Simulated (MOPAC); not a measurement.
MOPAC input (AM1):

```
AM1 FORCE THERMO(298,298) PRECISE LET UHF MS=0.5 GEO-OK AUX(PRECISION=9) THREADS=1
C2H5

C    -0.02241841 1   -0.67983890 1    0.00187835 1
C     0.02477296 1    0.77324171 1   -0.00213844 1
H     1.02287101 1   -1.09024970 1    0.00740270 1
H    -0.54860107 1   -1.07116802 1    0.90841011 1
H    -0.54106472 1   -1.07642234 1   -0.90671388 1
H     0.04769775 1    1.33233589 1    0.93330799 1
H     0.05547318 1    1.32690850 1   -0.94058230 1
```

Problem. Which zero-point energy does it print?

Solution. 37.52 kcal/mol, from the harmonic wavenumbers of AM1.
